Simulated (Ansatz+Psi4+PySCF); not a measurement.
Values are calculated unless marked as measured or tabulated.
Input for Ansatz (development build ahead of 0.2.0):

```yaml
crystal:
  periodic: [false, false, false]
  atoms:
    - { symbol: "N", position_ang: [0.0, 0.0, 0.67799] }
    - { symbol: "N", position_ang: [0.0, 0.0, -0.67799] }
basis:
  gaussian: { orbitals: cc-pVTZ }
total_charge: 1
magnetization:
  initial_magnetization: 1
hamiltonian:
  xc: hf
correlation:
  method: mp2
  frozen_orbitals: { "N": 1 }
scf:
  omitted_lower_state_checks: [starts, atomic_configurations, cluster_reference, orbital_swaps, given_window_search, neighbouring_geometries, increment]
```

The input is written out in the form of the current development build from the run's settings. Correlation on restricted open-shell orbitals is semicanonical, with singles.

Results

```yaml
Converged: yes
Reference_energy: -108.34168 hartree
Correlation_energy: -0.35747 hartree
Total_energy: -108.69915 hartree
Spin_squared_of_the_determinant: 0.750
Stability_test: minimum among restricted orbitals
```

Caution: large amplitudes, a single reference is doubtful; an unrestricted determinant lies well below; MP2 on this radical cation hangs on the determinant chosen; the determinant breaks the point group; another reference gives a lower total.
